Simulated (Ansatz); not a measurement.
Structure relaxation of Ca₂Br₃

Level of theory: DFT PBE, scalar-relativistic, plane waves, PAW in Ansatz. Cutoff 420 eV, Γ-centred k mesh, Gaussian smearing, no spin polarisation in the final step.

The start puts Ca₂Br₃ on the tetradymite structure type (R-3m, No. 166), with Ca in place of Bi, Br in place of Te, at a guessed volume.

```
CELL_PARAMETERS angstrom
2.09406 1.20900 9.70702
-2.09406 1.20900 9.70702
0.00000 -2.41801 9.70702
ATOMIC_POSITIONS crystal
Ca 0.40000 0.40000 0.40000
Ca 0.60000 0.60000 0.60000
Br 0.00000 0.00000 0.00000
Br 0.20950 0.20950 0.20950
Br 0.79050 0.79050 0.79050
```

Steps on the 6×6×6 mesh (5 atoms). 5 of 5 steps are shown, and the free energy counts from the last. Trial steps that were taken back and renewals of the plane-wave basis can be among the rows.

| step | ΔF (meV/atom) | V (Å³/atom) | P (GPa) | largest force component (eV/Å) |
| --- | --- | --- | --- | --- |
| 1 | 73.4 | 29.49 | 0.41 | 0.840 |
| 2 | 25.0 | 30.22 | 0.67 | 0.227 |
| 3 | 10.0 | 30.92 | 0.92 | 0.229 |
| 4 | 0.2 | 34.01 | -0.16 | 0.040 |
| 5 | 0.0 | 34.01 | -0.16 | 0.040 |

A final relaxation ran on a 12×12×12 mesh. The relaxed crystal, R-3m (No. 166):

```cif
data_structure
_symmetry_space_group_name_H-M 'R-3m:H'
_symmetry_Int_Tables_number 166
_cell_length_a 4.3681
_cell_length_b 4.3681
_cell_length_c 31.2782
_cell_angle_alpha 90.000
_cell_angle_beta 90.000
_cell_angle_gamma 120.000
_cell_volume 516.83
loop_
_atom_site_label
_atom_site_type_symbol
_atom_site_symmetry_multiplicity
_atom_site_Wyckoff_symbol
_atom_site_fract_x
_atom_site_fract_y
_atom_site_fract_z
_atom_site_occupancy
Ca1 Ca 6 c 0.66667 0.33333 0.72190 1
Br1 Br 3 a 0.00000 0.00000 0.00000 1
Br2 Br 6 c 0.33333 0.66667 0.89734 1
```

- Volume per atom: 34.5 Å³
- Density: 3.1 g/cm³
- Energy over the elements: -1.69 eV/atom
- Gap on the 12×12×12 mesh: 0 eV (a metal)

Formation energies are uncorrected and refer to the elements' standard structures at the same level.

The final run used a 12×12×12 mesh on its 5-atom cell and 0.10 eV smearing. For metals, differences of a few meV/atom aren't resolved. Weakly bound directions are ill-defined at this level, which has no dispersion term.

A structure relaxed within its symmetry needn't be a true minimum.

Cost: 3 runs of about 9.5 core-minutes in all, on Arm Neoverse V1 (shared hosts).